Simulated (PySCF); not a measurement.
# CH6BN (SMILES CBN): levels of theory compared

We compute a comparison of 6 runs (HF/STO-3G, PBE0/def2-SVP, CAM-B3LYP/def2-TZVP, MP2/6-31G*, MP2/def2-TZVP, CCSD(T)/pcseg-1) of CH6BN. The job is set up through a Python script.

The results are computed with PySCF 2.14.0.

### 1 The system as given

CH6BN has 9 atoms, charge 0, and is taken as a singlet. As SMILES, `CBN`. The shape is that of a PBE0-D4/def2-TZVP optimisation.

Bond lengths: C1–B2 1.568 Å, B2–N3 1.392 Å, C1–H4 1.096 Å, C1–H5 1.095 Å, C1–H6 1.094 Å, B2–H7 1.202 Å, N3–H8 1.005 Å, N3–H9 1.007 Å. Some angles: C1–B2–N3 122.0°, C1–B2–H7 121.0°, N3–B2–H7 117.0°, B2–C1–H4 110.3°, B2–C1–H5 110.4°, B2–C1–H6 114.3°, B2–N3–H8 123.2°, B2–N3–H9 123.1°, H4–C1–H5 105.5°, H4–C1–H6 108.0°.

### 2 Energy and forces at HF/STO-3G (run 1)

Input file calc.py:

```python
from pyscf import gto

mol = gto.M(
    atom='''
C     -1.257235     1.431845    -1.115505
B      0.868140    -0.534604    -0.484148
N      1.120230    -1.592661     1.909946
H     -2.441337     0.738505    -2.665648
H     -0.424432     3.197795    -1.803366
H     -2.494250     1.887647     0.476778
H      2.359890    -1.195819    -2.065093
H      2.468360    -2.855376     2.352520
H     -0.031747    -1.164827     3.362201
''',
    verbose=3,
    unit='bohr',
    max_memory=1860,
    basis='sto-3g',
    charge=0,
)

myscf = mol.RHF()
myscf.conv_tol = 1e-10
myscf.kernel()
if not myscf.converged:
    myscf = myscf.newton().run(myscf.mo_coeff, myscf.mo_occ)

e_tot = myscf.e_tot
print(f'total energy: {e_tot:.8f} hartree')
grad = myscf.nuc_grad_method().kernel()
dip = myscf.dip_moment()
pop, q = myscf.mulliken_pop()
```

Started as:

```sh
$ OMP_NUM_THREADS=1 python calc.py
```

The log of the run:

```text
converged SCF energy = -119.058291730667
total energy: -119.05829173 hartree
--------------- RHF gradients ---------------
         x                y                z
0 C     0.0112875728    -0.0122452837     0.0087310880
1 B    -0.0236892437     0.0191486194     0.0006798594
2 N     0.0045652177    -0.0141534567     0.0292731265
3 H    -0.0039350427    -0.0016297057    -0.0073552900
4 H     0.0028258926     0.0066463743    -0.0044637319
5 H    -0.0058705433     0.0026344438     0.0061879167
6 H     0.0174090176    -0.0083199434    -0.0167579680
7 H    -0.0093865948     0.0095237463    -0.0051171165
8 H     0.0067937238    -0.0016047943    -0.0111778844
----------------------------------------------
Dipole moment(X, Y, Z, Debye):  0.04118, -0.52570,  1.38056
 ** Mulliken pop  **
pop of  0 C 1s            1.99187
pop of  0 C 2s            1.20238
pop of  0 C 2px           1.04847
pop of  0 C 2py           1.04793
pop of  0 C 2pz           1.00359
pop of  1 B 1s            1.99068
pop of  1 B 2s            0.86479
pop of  1 B 2px           0.62573
pop of  1 B 2py           0.50038
pop of  1 B 2pz           0.65962
pop of  2 N 1s            1.99471
pop of  2 N 2s            1.47738
pop of  2 N 2px           1.32450
pop of  2 N 2py           1.46054
pop of  2 N 2pz           1.23645
pop of  3 H 1s            0.94682
pop of  4 H 1s            0.94682
pop of  5 H 1s            0.95885
pop of  6 H 1s            1.09449
pop of  7 H 1s            0.81041
pop of  8 H 1s            0.81360
 ** Mulliken atomic charges  **
charge of    0C =     -0.29423
charge of    1B =      0.35880
charge of    2N =     -0.49358
charge of    3H =      0.05318
charge of    4H =      0.05318
charge of    5H =      0.04115
charge of    6H =     -0.09449
charge of    7H =      0.18959
charge of    8H =      0.18640
```

Run time: 0.86 s. Hardware: 1 thread of Intel Xeon Platinum 8488C (Sapphire Rapids), shared host; peak memory 0.12 GiB.

### 3 Energy and gradient at PBE0/def2-SVP (run 2)

Input file run.py:

```python
# CBN
import pyscf.grad
from pyscf import gto, dft

mol = gto.Mole()
mol.atom = [
    ('C', (-0.665300, 0.757700, -0.590300)),
    ('B', (0.459400, -0.282900, -0.256200)),
    ('N', (0.592800, -0.842800, 1.010700)),
    ('H', (-1.291900, 0.390800, -1.410600)),
    ('H', (-0.224600, 1.692200, -0.954300)),
    ('H', (-1.319900, 0.998900, 0.252300)),
    ('H', (1.248800, -0.632800, -1.092800)),
    ('H', (1.306200, -1.511000, 1.244900)),
    ('H', (-0.016800, -0.616400, 1.779200)),
]
mol.charge = 0
mol.verbose = 4
mol.max_memory = 1860
mol.spin = 0
mol.basis = 'def2-svp'
mol.build()

mf = dft.RKS(mol, xc='pbe0')
mf.grids.level = 5
mf.conv_tol = 1e-10
mf.kernel()
if not mf.converged:
    mf = mf.newton().run(mf.mo_coeff, mf.mo_occ)

etot = mf.e_tot
print(f'total energy: {etot:.8f} hartree')
grad = mf.Gradients().kernel()
dip = mf.dip_moment()
pop, q = mf.mulliken_pop()
```

Started as:

```sh
$ OMP_NUM_THREADS=1 python run.py
```

The log of the run:

```text
PySCF version 2.14.0

[... 74 lines left out ...]
converged SCF energy = -121.124952169299
total energy: -121.12495217 hartree
[... 12 lines left out ...]
Dipole moment(X, Y, Z, Debye): -0.07257, -0.53631,  1.67182
[... 82 lines left out ...]
charge of    8H =      0.12494
```

It took 14 s on 1 thread of Intel Xeon Platinum 8488C (Sapphire Rapids), shared host; peak memory 0.73 GiB.

Runs 3 to 4 aren't shown in full; the table further down has their settings and results.

### 4 Energy and forces at MP2/def2-TZVP (run 5)

Input file input.py:

```python
from pyscf import gto, mp

mol = gto.Mole()
mol.atom = [
    ('C', (-0.665300, 0.757700, -0.590300)),
    ('B', (0.459400, -0.282900, -0.256200)),
    ('N', (0.592800, -0.842800, 1.010700)),
    ('H', (-1.291900, 0.390800, -1.410600)),
    ('H', (-0.224600, 1.692200, -0.954300)),
    ('H', (-1.319900, 0.998900, 0.252300)),
    ('H', (1.248800, -0.632800, -1.092800)),
    ('H', (1.306200, -1.511000, 1.244900)),
    ('H', (-0.016800, -0.616400, 1.779200)),
]
mol.verbose = 3
mol.spin = 0
mol.max_memory = 1860
mol.basis = 'def2-tzvp'
mol.charge = 0
mol.build()

mf = mol.RHF()
mf.conv_tol = 1e-10
mf.kernel()
if not mf.converged:
    mf = mf.newton().run(mf.mo_coeff, mf.mo_occ)

pt = mp.MP2(mf, frozen=3).run()
e_tot = pt.e_tot
print(f'total energy: {e_tot:.8f} hartree')
grad = pt.nuc_grad_method().kernel()
mf.analyze()
```

Started as:

```sh
$ OMP_NUM_THREADS=1 python input.py
```

The log of the run:

```text
converged SCF energy = -120.591804198639
[... 30 lines left out ...]
MO #19  energy= 0.225811910019081  occ= 0
[... 21 lines left out ...]
MO #41  energy= 0.854740610217135  occ= 0
[... 21 lines left out ...]
MO #63  energy= 1.92076760363853   occ= 0
[... 21 lines left out ...]
MO #85  energy= 2.71917193489644   occ= 0
[... 21 lines left out ...]
MO #107 energy= 3.9755802550857    occ= 0
[... 21 lines left out ...]
MO #129 energy= 33.1465955830621   occ= 0
[... 10 lines left out ...]
Dipole moment(X, Y, Z, Debye): -0.05650, -0.43036,  1.33861
```

Wall time 33 s (1 thread of Intel Xeon Platinum 8488C (Sapphire Rapids), shared host); peak memory 1.8 GiB.

### 5 A single-point energy at CCSD(T)/pcseg-1 (run 6)

Input file input.xyz:

```xyz
9

C     -0.665300     0.757700    -0.590300
B      0.459400    -0.282900    -0.256200
N      0.592800    -0.842800     1.010700
H     -1.291900     0.390800    -1.410600
H     -0.224600     1.692200    -0.954300
H     -1.319900     0.998900     0.252300
H      1.248800    -0.632800    -1.092800
H      1.306200    -1.511000     1.244900
H     -0.016800    -0.616400     1.779200
```

Input file input.py:

```python
from pyscf import gto, cc

molecule = gto.M(
    atom='input.xyz',
    max_memory=1860,
    verbose=4,
    charge=0,
    spin=0,
    basis='pcseg-1',
)

mf = molecule.RHF()
mf.conv_tol = 1e-10
mf.kernel()
if not mf.converged:
    mf = mf.newton().run(mf.mo_coeff, mf.mo_occ)

mycc = cc.CCSD(mf, frozen=3)
mycc.kernel()
e_t = mycc.ccsd_t()
etot = mycc.e_tot + e_t
print(f'total energy: {etot:.8f} hartree')
mf.analyze()
```

Started as:

```sh
$ OMP_NUM_THREADS=1 python input.py
```

The log of the run:

```text
PySCF version 2.14.0

[... 102 lines left out ...]
MO #2   energy= -11.1775662186143  occ= 2
[... 13 lines left out ...]
MO #16  energy= 0.208909216861589  occ= 0
[... 13 lines left out ...]
MO #30  energy= 0.877995408915721  occ= 0
[... 13 lines left out ...]
MO #44  energy= 1.91088078534673   occ= 0
[... 13 lines left out ...]
MO #58  energy= 2.68993304290024   occ= 0
[... 13 lines left out ...]
MO #72  energy= 3.89513239966105   occ= 0
[... 84 lines left out ...]
Dipole moment(X, Y, Z, Debye): -0.00510, -0.49815,  1.41013
```

It took 6 s on 1 thread of Intel Xeon Platinum 8488C (Sapphire Rapids), shared host; peak memory 0.28 GiB.

### 6 All runs side by side

```tsv
run	level	integration grid	frozen core orbitals	energy (Eh)	dipole moment (D) of the reference	HOMO energy (eV)	LUMO energy (eV)	wall time
1	HF/STO-3G	–	–	-119.058292	1.48	-9.97	9.30	0.86 s
2	PBE0/def2-SVP	5	–	-121.124952	1.76	-8.18	1.13	14 s
3	CAM-B3LYP/def2-TZVP	5	–	-121.347930	1.55	-9.77	1.75	62 s
4	MP2/6-31G* (spherical functions)	–	3	-120.906155	1.54	-11.49	5.30	2.9 s
5	MP2/def2-TZVP	–	3	-121.076232	1.41	-11.67	3.35	33 s
6	CCSD(T)/pcseg-1	–	3	-120.969138	1.50	-11.68	4.50	6 s
```

### 7 What came out

```
                                          quantity          value
                               run 6: total energy  -120.96914 Eh
       run 6: dipole moment (Hartree–Fock density)         1.50 D
        run 6: HOMO energy (Hartree–Fock orbitals)      -11.68 eV
        run 6: LUMO energy (Hartree–Fock orbitals)        4.50 eV
      run 6: HOMO–LUMO gap (Hartree–Fock orbitals)       16.18 eV
run 6: correlation energy (3 core orbitals frozen)     -454.2 mEh
                             run 6: (T) correction     -11.33 mEh
                              run 6: T1 diagnostic          0.012
```

In words: Over runs 1, 2, 3 the dipole moment (its size) runs from 1.48 D (HF/STO-3G) to 1.76 D (PBE0/def2-SVP). The two ends differ in method and basis. Over runs 1, 2, 3 the HOMO–LUMO gap runs from 9.31 eV (PBE0/def2-SVP) to 19.28 eV (HF/STO-3G). Totals of different functionals can't be ranked against each other. In run 1 the basis is minimal, so the values are rough. All runs together took 2 min, the longest 62 s.
